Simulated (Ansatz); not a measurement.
# CH₃B (triplet): the correlation ladder, def2-TZVPP

The task here is to estimate one member of a computed series from the others.

The runs use Ansatz 0.2.0, Gaussian basis; def2-TZVPP, core rule «outside noble gas», up to 2 orbitals frozen.

To be run: UHF; ROHF; CCSD(T) on UHF.

2 further runs of the same task are left out: 2 set aside as unsound or not needed.

### The geometry

The geometry is a PBE0/def2-TZVP stationary point (not a proven minimum).

5 atoms, charge 0, spin multiplicity 3.

Atoms are counted from 1 here; the program's logs count them from 0.

Bond lengths: B1–C2 1.511 Å, B1–H3 1.194 Å, C2–H4 1.092 Å, C2–H5 1.087 Å. Angles: C2–B1–H3 128.3°, B1–C2–H4 123.5°, B1–C2–H5 123.0°, H4–C2–H5 113.6°.

The first run:

The input, in.yaml:

```yaml
crystal:
  periodic: [false, false, false]
  atoms:
    - {symbol: B, position_ang: [0.000000, -0.166725, 0.821814]}
    - {symbol: C, position_ang: [0.000000, 0.069000, -0.670687]}
    - {symbol: H, position_ang: [0.000000, 0.643783, 1.698084]}
    - {symbol: H, position_ang: [0.000000, 1.062299, -1.123373]}
    - {symbol: H, position_ang: [0.000000, -0.740028, -1.397397]}
basis:
  gaussian: {orbitals: def2-TZVPP}
magnetization: {spin_polarized: true, initial_magnetization: 2}
hamiltonian: {xc: hf}
output: {orbitals: {seedname: orbitals}}
```

Run with:

```
> ansatz run in.yaml --threads 1 --pin off --events-out ev --progress --plain --max-ram 4096MiB --backend cpu
```

Among the steps run: UHF; ROHF; CCSD(T) on UHF.

One table of the session follows, with a row left open; its other results are not shown here.

It belongs to the step «Misses and costs». 

| method | from UCCSD(T) (kJ/mol) |
| --- | --- |
| ROHF | +679.6 |
| UHF | +670.0 |
| UMP2 | +99.2 |
| UCCSD | ? |
| UCCSD(T) | 0 |

Q: Estimate the row for UCCSD from the others.

**Answer.** from UCCSD(T) (kJ/mol): +20.8. In the column «from UCCSD(T) (kJ/mol)» it lies between UCCSD(T) (0) and UMP2 (+99.2).

With the free atoms at the same levels and basis (separate runs), the atomisation energy is 16.015 eV at UCCSD(T), 13.407 eV at ROHF.
